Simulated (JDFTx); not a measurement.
Input for JDFTx (a modified build): acetonitrile, C2H3N (SMILES CC#N), charge 0, multiplicity 1, CANDLE, water, 0.5 M NaCl; lengths in bohr, energies in hartree. The run starts from orbitals saved by an earlier run of the same system.

```
lattice \
  19.8421243086 0.0000000000 0.0000000000 \
  0.0000000000 17.9523981839 0.0000000000 \
  0.0000000000 0.0000000000 17.4799666528
coords-type Cartesian
ion C -2.0885172934 0.1053560336 -0.3909926187 1
ion C 0.6540647421 0.1085167175 -0.3886460798 1
ion N 2.8559346589 0.1069296722 -0.3894296136 1
ion H -2.8068669284 -1.6813544592 -1.1835564989 1
ion H -2.8176909697 0.3108055078 1.5477944338 1
ion H -2.8145440899 1.6802103150 -1.5430501126 1
ion-species pseudo/c_pbe_v1.2.upf
ion-species pseudo/n_pbe_v1.2.upf
ion-species pseudo/h_pbe_v1.4.upf
elec-cutoff 20 100
elec-ex-corr gga-PBE
symmetries none
elec-n-bands 8
electronic-minimize nIterations 150 energyDiffThreshold 1e-7
ionic-minimize nIterations 25 energyDiffThreshold 1e-5 knormThreshold 4e-4
fluid LinearPCM
pcm-variant CANDLE
fluid-solvent H2O
fluid-cation Na+ 0.5
fluid-anion Cl- 0.5
fluid-minimize nIterations 400 knormThreshold 1e-11
wavefunction read s0.wfns
dump-name s2.$VAR
dump End State Ecomponents EigStats BandEigs Forces ElecDensity IonicPositions FluidDebug
```

The log closes as follows.

```
[...]
ElecMinimize: Iter:   3  Etot: -23.155672947351192  |grad|_K:  3.933e-07  alpha:  1.055e+00  linmin:  6.042e-02
ElecMinimize: Iter:   4  Etot: -23.155672982219194  |grad|_K:  2.137e-07  alpha:  1.103e+00  linmin: -2.163e-05
ElecMinimize: Iter:   5  Etot: -23.155672986026513  |grad|_K:  1.507e-07  alpha:  6.705e-01  linmin: -2.043e-01
ElecMinimize: Converged (|Delta Etot|<1.000000e-07 for 2 iters).

# Ionic positions in cartesian coordinates:
ion C  -2.090378373452142   0.104381194973064  -0.392346786743044 1
ion C   0.634358034461800   0.107853762623420  -0.388932822834384 1
ion N   2.836735820958030   0.108018688720107  -0.387713564165628 1
ion H  -2.794500225358910  -1.683765949078784  -1.184786928017633 1
ion H  -2.803159524806052   0.311253865685977   1.550920705226142 1
ion H  -2.800675612202724   1.682722223976216  -1.545021093265452 1

# Forces in Cartesian coordinates:
force C  -0.000875660986111   0.000236797061098   0.000311876989739 1
force C  -0.000069728757027  -0.000033229548468  -0.000018442545310 1
force N   0.000708087010977   0.000037539098909   0.000097570659077 1
force H  -0.000126653751772  -0.000246380289275  -0.000119669926627 1
force H   0.000113458384251  -0.000023640983277  -0.000157629745514 1
force H   0.000025383925975   0.000025510924795  -0.000044756439087 1

# Energy components:
   A_diel =       -0.0168502148090851
   Eewald =       11.9702996358557723
       EH =       29.9091065652953247
     Eloc =      -74.2479593505110103
      Enl =        3.1466481220850100
      Exc =       -7.2713300780440013
 Exc_core =        0.1559690227009129
       KE =       13.1984433114005633
-------------------------------------
     Etot =      -23.1556729860265129

IonicMinimize: Iter:   6  Etot: -23.155672986026513  |grad|_K:  2.946e-04  alpha:  1.000e+00  linmin: -3.712e-04
IonicMinimize: Converged (|grad|_K<4.000000e-04).

	eMin: -0.840221 at state 0 ( [ +0.000000 +0.000000 +0.000000 ] spin 0 )
	HOMO: -0.304592 at state 0 ( [ +0.000000 +0.000000 +0.000000 ] spin 0 )
```

The run took 46 electronic cycles (a count that differs between repeats, as do the digits past 10⁻⁶ Ha); the highest occupied level lies at -8.29 eV from the bulk liquid.
